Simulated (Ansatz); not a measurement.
Molecular dynamics of AlH4N

input.yaml

```yaml
crystal:
  periodic: [false, false, false]
  atoms:
    - { symbol: Al, position_ang: [0.394148, 0.502946, -0.282143] }
    - { symbol: "N", position_ang: [1.030352, 0.005694, 1.495613] }
    - { symbol: H, position_ang: [0.63601, -0.572491, 2.266887] }
    - { symbol: H, position_ang: [1.873018, 0.482455, 1.846551] }
    - { symbol: H, position_ang: [1.755901, -0.423339, 0.301067] }
    - { symbol: H, position_ang: [-1.154329, 0.004734, -0.321574] }
basis:
  gaussian: { orbitals: def2-SVP }
hamiltonian:
  xc: blyp
  dispersion: d4
md:
  timestep: 0.5
  n_steps: 200
  ensemble: nve
  temperature: 300.0
  initial_velocities: maxwell_boltzmann
  seed: 6957
```

Launched with:

```bash
$ ansatz run input.yaml --threads 1 --pin off --max-ram 2048MiB --backend cpu --events-out ev --progress --plain --runs-dir out
```

It starts at the highest image of a converged band. Of that band: Neighbouring images differ by up to 1.3 eV, so the band resolves the path poorly. A vibrational analysis at the climbing image gives one clearly imaginary mode, 1305i cm⁻¹: a first-order saddle point.

Output, in part (step lines, the closing report, with atoms numbered from 0):

```
md step     0: t =     0.00 fs  T =   300.0 K  F+E_penalty+E_count = -8146.02278800 eV  E_kin = 0.155112 eV  conserved = -8145.86767600 eV  (26 SCF iters)
[... lines left out ...]
Total energy: -8146.47731414 eV, -299.3775194141 hartree
Atom 0 at     0.146520     0.673273    -0.861719 Å, force    -0.224514     0.259285     0.795351 eV/Å
Atom 1 at     1.434417    -0.350075     2.346534 Å, force    -3.090041     1.012576    -1.122382 eV/Å
Atom 2 at     1.091567    -1.260912     2.164884 Å, force    -0.547527    -1.551131     0.047078 eV/Å
Atom 3 at     1.498729    -0.147960     3.298254 Å, force    -0.244237     0.324372     2.477808 eV/Å
Atom 4 at     2.315353    -0.284796     2.000029 Å, force     3.879223     0.190541    -1.681191 eV/Å
Atom 5 at    -0.781511     1.569518     0.319247 Å, force     0.227097    -0.235643    -0.516664 eV/Å
Dipole moment:     0.286943    -0.280168     0.288125 e Å
```

The steps, from the saved trajectory:

| time (fs) | T (K) | potential energy less start (eV) | conserved less start (meV/atom) |
| --- | --- | --- | --- |
| 0 | 300 | 0.000 | 0.00 |
| 3 | 206 | 0.049 | 0.06 |
| 6 | 149 | 0.079 | 0.08 |
| 9 | 257 | 0.023 | 0.06 |
| 12 | 599 | -0.153 | 0.19 |
| 15 | 1518 | -0.634 | -0.66 |
| 18 | 1717 | -0.735 | -0.38 |
| 21 | 1640 | -0.692 | 0.09 |
| 24 | 2028 | -0.894 | -0.01 |
| 27 | 2169 | -0.966 | 0.03 |
| 30 | 2507 | -1.147 | -0.88 |
| 33 | 1551 | -0.645 | 0.26 |
| 36 | 2180 | -0.979 | -1.11 |
| 39 | 1878 | -0.821 | -0.91 |
| 42 | 1193 | -0.460 | 0.23 |
| 45 | 1545 | -0.645 | -0.26 |
| 48 | 1230 | -0.476 | 0.82 |
| 51 | 1500 | -0.622 | -0.23 |
| 54 | 959 | -0.340 | 0.16 |
| 57 | 1370 | -0.559 | -0.89 |
| 60 | 1560 | -0.658 | -1.11 |
| 63 | 975 | -0.349 | 0.09 |
| 66 | 1416 | -0.579 | -0.38 |
| 69 | 1156 | -0.440 | 0.49 |
| 72 | 1355 | -0.547 | -0.15 |
| 75 | 1194 | -0.462 | 0.09 |
| 78 | 1423 | -0.581 | -0.10 |
| 81 | 1647 | -0.699 | -0.41 |
| 84 | 1072 | -0.399 | 0.05 |
| 87 | 1396 | -0.571 | -0.61 |
| 90 | 1349 | -0.546 | -0.51 |
| 93 | 1256 | -0.497 | -0.41 |
| 96 | 1075 | -0.400 | 0.08 |
| 99 | 1314 | -0.526 | -0.18 |

The run went to its last step. The conserved energy stayed within 1.3 meV per atom of its start (net change -0.29 meV per atom), so the integration is sound. The kinetic energy rose, since the run started high on the potential surface and went downhill. It ends in pieces (AlH + H3N), so much of that is their flight and rotation, not heat. A run of 0.1 ps of so small a system gives no equilibrium averages. The orbitals stay closed-shell, which can raise the energy where a bond breaks towards radicals; this wasn't checked here.

Between its relaxed ends the band would form N2–H5 and break Al1–H5. These pairs go: N2–H5 1.46 → 0.95 Å, Al1–H5 1.75 → 3.72 Å. In the last frame they stand as after the step (other bonds may differ from the relaxed reactants and products). Also parted: Al1–N2 1.95 → 3.61 Å. It ends as AlH + H3N. Pairs count as bonded within 1.25 times the sum of covalent radii (0.12 Å more for H–H).

Last frame:

```xyz
6
Properties=species:S:1:pos:R:3
Al 0.146 0.673 -0.862
N 1.434 -0.350 2.346
H 1.092 -1.261 2.165
H 1.499 -0.148 3.298
H 2.315 -0.285 2.000
H -0.781 1.569 0.319
```

Time of the run: 2.6 min on 1 thread of Arm Neoverse V2, with other jobs on the host, peak memory 0.093 GiB.
